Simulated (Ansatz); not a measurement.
We consider fcc Rh, described by HSE06 (Ansatz, a program for electronic structure, plane waves, PAW).

Settings: plane-wave cutoff 500 eV, 12×12×1 k mesh (along the axes of the cell as run), Fermi–Dirac smearing 0.1 eV, scalar-relativistic PAW data made under PBE.

The cell is the one relaxed with r²SCAN.

Estimate the surface energy of the (111) face and work function of the (111) face that the calculation returns.


- surface energy of the (111) face: 2.24 J/m²
- work function of the (111) face: 5.05 eV

Note: exact exchange on metals is sensitive to the k mesh and can open a false gap.

The slab of 6 atoms is relaxed and unreconstructed.

It cost roughly 22 core-minutes of CPU time.
